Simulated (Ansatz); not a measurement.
Two isomers of C3H6O: A = `C=C(C)O`, B = `C/C=C/O`.

Gas-phase electronic energies from Ansatz, PBE0-D4/def2-TZVP geometries. CCSD(T)/CBS adds triple-zeta CCSD(T) − MP2 to the extrapolated MP2 energy (def2 sets, frozen cores). Functionals use def2-TZVPP. Each species was taken in one conformer, which may not be the lowest.

**Question.** Which isomer does CCSD(T)/CBS put lower? Give the gap. (Estimate.)

**Answer.** Computed: A, by 18.1 kJ/mol.

**Question.** Give E(B) − E(A) in kJ/mol with PBE0-D4, HF/def2-TZVPP, MP2/def2-TZVPP, CCSD(T)/def2-TZVPP, PBE-D4, BLYP-D4, CCSD(T)/def2-SVP. (Best estimate.)

**Answer.** The calculation gave: PBE0-D4 17.5, HF/def2-TZVPP 18.9, MP2/def2-TZVPP 18.9, CCSD(T)/def2-TZVPP 17.9, PBE-D4 16.3, BLYP-D4 16.8, CCSD(T)/def2-SVP 15.4. None reverses the order clearly.

**Question.** Does the order hold for the free energy at 298.15 K (harmonic terms from PBE0-D4)? (An estimate is asked.)

**Answer.** Ansatz gave: Yes: G(B) − G(A) = +18.3 kJ/mol, for one conformer each.

Largest T1 diagnostic: 0.012.

From BLYP to BHLYP (50 % exact exchange), in def2-TZVPP and without D4, E(B) − E(A) moves by +3.3 kJ/mol. Leaving LDA and LC-ωPBE aside and taking each functional with its dispersion term where it has one, the values, not all of them listed here, spread over 3.9 kJ/mol, from PBE-D4 to B97M-V. LDA lies +3.5 kJ/mol from PBE without D4.
